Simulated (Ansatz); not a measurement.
# NS+ (triplet): wave-function methods side by side at distance N1–S2 = 5.529 Å, 6-31G

Aim: climb from Hartree-Fock through coupled cluster and multireference methods for NS+ (triplet) at one geometry and basis, and see what each rung misses.

Method: 6-31G, core rule «outside noble gas», up to 6 orbitals frozen; program: Ansatz 0.2.0, Gaussian basis.

The runs, in order: UHF; BCCD(T) on ROHF; CISD as a restricted active space (open shells left free, so some higher excitations enter); CCSDT(Q) on UHF; CISDTQ; CASSCF and MRCISD+Q, 4 electrons in 4 orbitals; CASSCF and NEVPT2, 4 electrons in 4 orbitals; CASSCF and MRCISD+Q, 10 electrons in 8 orbitals; CASSCF and NEVPT2, 10 electrons in 8 orbitals; Full CI; Full CI in the symmetry of the determinant.

42 further runs of the same task are left out: 11 for a known fault of the program, 22 that didn't finish, 9 set aside as unsound or not needed. Runs told in other sessions of the task aren't counted.

**1. What is computed**

The geometry derives from a PBE0/def2-TZVP stationary point (not a proven minimum). One bond is set to the value named and the two fragments are kept rigid.

2 atoms, charge 1, spin multiplicity 3.

Atoms are counted from 1 here; the program's logs count them from 0.

No contacts short enough for the rule that draws bonds.

**2. UHF**

in.yaml reads:

```yaml
crystal:
  periodic: [false, false, false]
  atoms:
    - {symbol: N, position_ang: [0.000000, 0.000000, 0.000000]}
    - {symbol: S, position_ang: [0.000000, 0.000000, 5.529000]}
basis:
  gaussian: {orbitals: 6-31G}
total_charge: 1
magnetization: {spin_polarized: true, initial_magnetization: 2}
hamiltonian: {xc: hf}
output: {orbitals: {seedname: orbitals}}
```

Command:

```bash
ansatz run in.yaml --threads 1 --pin off --events-out ev --progress --plain --max-ram 2393MiB
```

After this run come: BCCD(T) on ROHF; CISD as a restricted active space (open shells left free, so some higher excitations enter); CCSDT(Q) on UHF; CISDTQ; CASSCF and MRCISD+Q, 4 electrons in 4 orbitals; CASSCF and NEVPT2, 4 electrons in 4 orbitals; CASSCF and MRCISD+Q, 10 electrons in 8 orbitals; CASSCF and NEVPT2, 10 electrons in 8 orbitals; Full CI; Full CI in the symmetry of the determinant.

Q: Predict the results of all the runs planned. Wanted: FCI from the UHF energy; NEVPT2 pair from FCI; MRCISD+Q pair from FCI; NEVPT2 valence from FCI; effectively unpaired electrons.

**Answer**, as computed:

| quantity | value |
| --- | --- |
| FCI from the UHF energy | -2.8114 eV |
| NEVPT2 pair from FCI | +74.38 kcal/mol |
| MRCISD+Q pair from FCI | +56.59 kcal/mol |
| NEVPT2 valence from FCI | +9.88 kcal/mol |
| levels within 1 kcal/mol (43 meV) | MRCISD valence, MRCISD+Q valence |
| effectively unpaired electrons | 6.00 |

In words: MRCISD+Q valence falls below full CI: the +Q correction isn't variational, and the cores differ from full CI's. The occupations show strong static correlation (6.0 unpaired electrons where one determinant has 2). Of the multireference levels listed MRCISD+Q valence comes nearest in total energy (-0.09 kcal/mol), which doesn't show that its space is the better one. The lowest state has another symmetry than the determinant, whose own symmetry lies 2.34 eV higher, so single-reference misses include that gap. These misses are within one basis, not against nature.

Levels on UHF freeze UHF's core orbitals, full CI those of ROHF, so the U rows can settle a little off it for that reason alone.
